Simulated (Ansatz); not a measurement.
System: fcc Ca. Method: PBEsol in Ansatz (plane waves, PAW).

Run with plane-wave cutoff 520 eV, 12×12×12 k mesh, Fermi–Dirac smearing 0.1 eV, perturbation theory, scalar-relativistic PAW data made under PBE.

The cell has the measured lattice parameters. Conventional cell: a = 5.5880 Å, b = 5.5880 Å, c = 5.5880 Å, α = 90.00°, β = 90.00°, γ = 90.00°.

Harmonic phonon frequencies (cm⁻¹; i marks an imaginary mode):

```csv
q point,frequencies
X,122 122 151
L,74 74 141
W,102 137 137
```

No imaginary mode appears at these points.

Note: the cell isn't this level's own, so it is under some stress, which shifts stiffness and frequencies.

Ansatz is an electronic-structure program.
